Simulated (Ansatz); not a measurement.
# AlClO: the cost of one run

Computed with Ansatz 0.2.0, Gaussian basis. Level: def2-QZVPP, core rule «outside noble gas», up to 11 orbitals frozen.

To be run: UHF; ROHF; CCSD(T) on UHF.

2 further runs of the same task are left out: 2 set aside as unsound or not needed.

### 1 The system

The geometry is a PBE0/def2-TZVP stationary point (not a proven minimum) of the parent state, kept for this charge and spin.

3 atoms, charge 1, spin multiplicity 2.

Atoms are counted from 1 here; the program's logs count them from 0.

Bond lengths: Al1–O2 1.699 Å, O2–Cl3 1.640 Å. Angles: Al1–O2–Cl3 180.0°.

### 2 UHF

Contents of in.yaml:

```yaml
crystal:
  periodic: [false, false, false]
  atoms:
    - {symbol: Al, position_ang: [0.000000, 0.000000, 1.679233]}
    - {symbol: O, position_ang: [0.000000, 0.000000, -0.019667]}
    - {symbol: Cl, position_ang: [0.000000, 0.000000, -1.659567]}
basis:
  gaussian: {orbitals: "def2-QZVPP.json"}
total_charge: 1
magnetization: {spin_polarized: true, initial_magnetization: 1}
hamiltonian: {xc: hf}
output: {orbitals: {seedname: orbitals}}
```

Command:

```bash
$ ansatz run in.yaml --threads 1 --pin off --events-out ev --progress --plain --max-ram 2393MiB
```

Q: Estimate wall time and peak memory on 1 thread of Arm Neoverse V2, shared host.

About 17 s, with a peak of 0.45 GiB.
